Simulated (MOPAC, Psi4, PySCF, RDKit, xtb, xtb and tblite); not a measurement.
Two geometries of C₃H₆O, SMILES C=CCO, singlet, relaxed at GFN2-xTB with one dihedral held; other torsions can differ between them too.

Structure A

```
10

C      1.5781    -0.1270    -0.2281
C      0.4421    -0.0067     0.4327
C     -0.9192    -0.3159    -0.1201
O     -0.9362    -0.7657    -1.4498
H      2.5260     0.1022     0.2264
H      1.6086    -0.4354    -1.2606
H      0.4293     0.3220     1.4630
H     -1.4085    -1.0496     0.5437
H     -1.5291     0.5939    -0.1084
H     -0.3494    -1.5268    -1.5209
```

Structure B

```
10

C     -1.5425    -0.1027    -0.2315
C     -0.4300    -0.0257     0.4754
C      0.9256    -0.3532    -0.0892
O      1.5442     0.7870    -0.6554
H     -2.4984     0.1854     0.1714
H     -1.5477    -0.4833    -1.2412
H     -0.4415     0.3710     1.4807
H      0.8337    -1.1445    -0.8486
H      1.6044    -0.6934     0.6952
H      0.9472     1.1626    -1.3120
```

### Question
Which is lower in energy at the level DF-MP2 (frozen core)/cc-pVTZ // GFN2-xTB in Psi4, and by how much?

### Answer
A is lower, by 1.36 kcal/mol (dihedral C1–C2–C3–O4: 0° in A, 90° in B).

E(B) − E(A) in kcal/mol at the other levels, on the same two geometries: GFN2-xTB (xtb and tblite) 1.08; MMFF94 // GFN2-xTB (RDKit) 0.74; B3LYP/def2-TZVP // GFN2-xTB (Psi4) 1.15; B3LYP-D3(BJ)/def2-TZVP // GFN2-xTB (Psi4) 1.21; PBE/def2-TZVP // GFN2-xTB (Psi4) 1.37; PBE-D3(BJ)/def2-TZVP // GFN2-xTB (Psi4) 1.41; HF/cc-pVTZ // GFN2-xTB (Psi4) 1.29; UFF // GFN2-xTB (RDKit) -2.89; PM6, restricted, heats of formation // GFN2-xTB (MOPAC) 0.22; PM3, restricted, heats of formation // GFN2-xTB (MOPAC) 0.63; GFN1-xTB // GFN2-xTB (xtb) 1.50; restricted B3LYP/6-31G*, spherical d // GFN2-xTB (PySCF) 1.43; restricted Hartree-Fock/3-21G // GFN2-xTB (PySCF) 1.90; restricted B3LYP/6-311+G**, spherical d, density fitting // GFN2-xTB (PySCF) 0.92; restricted B3LYP/LANL2DZ // GFN2-xTB (PySCF) 1.21.
